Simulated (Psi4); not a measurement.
Psi4 input (wB97X-D/6-31G*):

```
memory 1500 MB

molecule {
-1 2
Na   -0.00000000   -0.00000000   -1.43481058
Cl    0.00000000    0.00000000    0.92840684
symmetry c1
no_reorient
no_com
}

set {
  basis 6-31G*
  reference uks
  scf_type pk
  dft_radial_points 99
  dft_spherical_points 590
  e_convergence 1e-8
  d_convergence 1e-7
  maxiter 150
}

e = energy('wb97x-d')
print_out(f'\nFINAL {e:.10f} DIPOLE {variable("CURRENT DIPOLE")[0]:.6f} {variable("CURRENT DIPOLE")[1]:.6f} {variable("CURRENT DIPOLE")[2]:.6f}\n')
```

Question: Predict the final energy.

Answer: -622.54244 Eh.
